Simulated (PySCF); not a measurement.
# Working out the ionisation energy of Al

Al [Ne] 3s2 3p1 (2P) → Al⁺ [Ne] 3s2 (1S). All numbers are calculated (PySCF 2.14, the spin-free X2C one-electron Hamiltonian (Gaussian nucleus), in cc-pVDZ-DK (4s3p1d, 18 functions)). Frozen: [Ne]. Energies in hartree (1 hartree = 27.21139 eV):

| part | Al (lower) | Al⁺ (upper) |
| --- | --- | --- |
| UHF | -242.308433 | -242.103608 |
| CCSD correlation | -0.047005 | -0.038401 |
| (T) | -0.000680 | 0.000000 |

Question: What does Hartree-Fock give?

Answer: (-242.103608) − (-242.308433) = 0.204825 hartree = 5.574 eV.

Question: What do CCSD and CCSD(T) give?

Answer: The CCSD correlation energies differ by 0.008604 hartree = 0.234 eV and the triples by 0.000680 hartree = 0.019 eV, so CCSD gives 5.808 eV and CCSD(T) 5.827 eV.

Measured between the centres of the two terms (NIST): 5.977 eV, so CCSD(T) (valence) is off by -0.150 eV.

A double-zeta basis recovers only part of the correlation energy.

What remains against the reference includes basis incompleteness, the frozen core and higher excitations.
